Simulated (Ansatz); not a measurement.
HfV$_{2}$ (Fd-3m)

These are results of Ansatz, DFT PBEsol, scalar-relativistic, plane waves, PAW, not measurements.

Plane waves to 420 eV, a k mesh through Γ of 8×8×8 on the computed 6-atom cell and Gaussian smearing (0.10 eV); no spin polarisation.

The structure is relaxed at this level of theory with its symmetry kept. Whether it is the stable form of this composition wasn't checked.

```yaml
crystal:
  lattice:
    - [0.00000, 3.60894, 3.60894]
    - [3.60894, 0.00000, 3.60894]
    - [3.60894, 3.60894, 0.00000]
  atoms:
    - { symbol: Hf, position: [0.00000, 0.00000, 0.00000] }
    - { symbol: Hf, position: [0.25000, 0.25000, 0.25000] }
    - { symbol: V, position: [0.62500, 0.62500, 0.62500] }
    - { symbol: V, position: [0.12500, 0.62500, 0.62500] }
    - { symbol: V, position: [0.62500, 0.62500, 0.12500] }
    - { symbol: V, position: [0.62500, 0.12500, 0.62500] }
```

| Item | Value |
| --- | --- |
| Space group | Fd-3m (No. 227) |
| Volume per atom | 15.67 Å³ |
| Formation energy from the elements' standard states (uncorrected) | +0.035 eV/atom |
| Kohn–Sham band gap | none (metal) |
| Density of states at the Fermi level | 12.60 states/eV per cell |
| Löwdin character within 0.5 eV of the Fermi level | V 3d 59 %, Hf 5d 27 %, unprojected 6 % |
| Bulk modulus | 157 GPa |
| Its pressure derivative | 3.9 |
| Bader charges (e) | Hf (2 in the cell) 0.69, V (4 in the cell) -0.35 |

Spin-orbit coupling is left out, which matters for the bands of heavy elements.

A ferromagnetic start lost its moments in a first run, so spin was left out; other magnetic orders weren't tried.

Cost: 9 runs of about 3.4 core-minutes in all, on Arm Neoverse V1 (shared hosts).